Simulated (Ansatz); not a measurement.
Input file:

```yaml
crystal:
  periodic: [false, false, false]
  atoms:
    - {symbol: Ga, position_ang: [0.000000, 0.000000, 0.000000]}
    - {symbol: As, position_ang: [0.000000, 0.000000, 2.327300]}
basis:
  gaussian: {orbitals: cc-pVDZ}
total_charge: 1
magnetization: {spin_polarized: false, initial_magnetization: 3}
correlation: {method: fic_mrcisd_q, electrons: outside_noble_gas, active_space: {window: {electrons: 3, orbitals: 8}}}
accuracy: high
scf: {lower_state_search: full}
```

```sh
$ ansatz run in.yaml --threads 1 --pin off --events-out ev --progress --plain --max-ram 2393MiB
```

Log:

```
1026 factors; integrals over basis functions are off by at most 4.5e-9 eV
mean field evaluation 1: about -113120.8072 eV, gradient 7.6e0 eV
mean field evaluation 2: about -113120.8662 eV, gradient 7.6e0 eV
mean field evaluation 4: about -113121.2818 eV, gradient 9.4e-1 eV
mean field evaluation 8: about -113121.2902 eV, gradient 8.7e-4 eV
mean field evaluation 16: about -113114.6148 eV, gradient 7.1e0 eV
mean field evaluation 32: about -113120.5224 eV, gradient 7.1e0 eV
mean field evaluation 64: about -113069.1050 eV, gradient 2.9e2 eV
mean field evaluation 96: about -113121.0120 eV, gradient 4.8e0 eV
mean field evaluation 128: about -113121.2902 eV, gradient 2.2e-8 eV
mean field evaluation 160: about -113121.2743 eV, gradient 3.7e-1 eV
mean field evaluation 192: about -113121.2902 eV, gradient 2.4e-8 eV
mean field -113121.29017318 eV, -4157.1307375001 hartree, gradient 3.4e-8 eV, S^2 3.750000; 10 other end points of the search recorded, 0 dependent functions left out
reference -113121.29017318 eV, -4157.1307375001 hartree; 33, 30 occupied and 21, 24 virtual orbitals, 1026 factors
state -113121.59555763 eV, -4157.1419601714 hartree
contracted CI cycle   1: correlation 0.00000000 eV, 0.0000000000 hartree, residual 1.01e1 eV
contracted CI cycle   2: correlation -2.62509310 eV, -0.0964703921 hartree, residual 2.50e0 eV
contracted CI cycle   3: correlation -2.80496527 eV, -0.1030805723 hartree, residual 9.35e-1 eV
contracted CI cycle   4: correlation -2.83098146 eV, -0.1040366497 hartree, residual 3.55e-1 eV
contracted CI cycle   5: correlation -2.83430880 eV, -0.1041589272 hartree, residual 1.27e-1 eV
contracted CI cycle   6: correlation -2.83473962 eV, -0.1041747596 hartree, residual 4.25e-2 eV
contracted CI cycle   7: correlation -2.83478989 eV, -0.1041766068 hartree, residual 1.49e-2 eV
contracted CI cycle   8: correlation -2.83479588 eV, -0.1041768273 hartree, residual 4.84e-3 eV
contracted CI cycle   9: correlation -2.83479652 eV, -0.1041768506 hartree, residual 1.67e-3 eV
contracted CI cycle  10: correlation -2.83479660 eV, -0.1041768537 hartree, residual 6.13e-4 eV
contracted CI cycle  11: correlation -2.83479661 eV, -0.1041768541 hartree, residual 2.18e-4 eV
contracted CI cycle  12: correlation -2.83479662 eV, -0.1041768541 hartree, residual 8.19e-5 eV
contracted CI cycle  13: correlation -2.83479662 eV, -0.1041768542 hartree, residual 2.74e-5 eV
contracted CI cycle  14: correlation -2.83479662 eV, -0.1041768542 hartree, residual 9.27e-6 eV
contracted CI cycle  15: correlation -2.83479662 eV, -0.1041768542 hartree, residual 3.10e-6 eV
contracted CI cycle  16: correlation -2.83479662 eV, -0.1041768542 hartree, residual 1.04e-6 eV
contracted CI cycle  17: correlation -2.83479662 eV, -0.1041768542 hartree, residual 3.69e-7 eV
state -113121.59555763 eV, -4157.1419601714 hartree; corrected -113124.70646817 eV, -4157.2562840251 hartree
Total energy: -113124.70646817 eV, -4157.2562840251 hartree
```

Natural occupations: 0.9936 0.9929 0.9929 0.0049 0.0046 0.0046 0.0032 0.0032.

Ran on 1 thread of Arm Neoverse V1, shared host: 29 s wall, 0.26 GiB peak host memory.
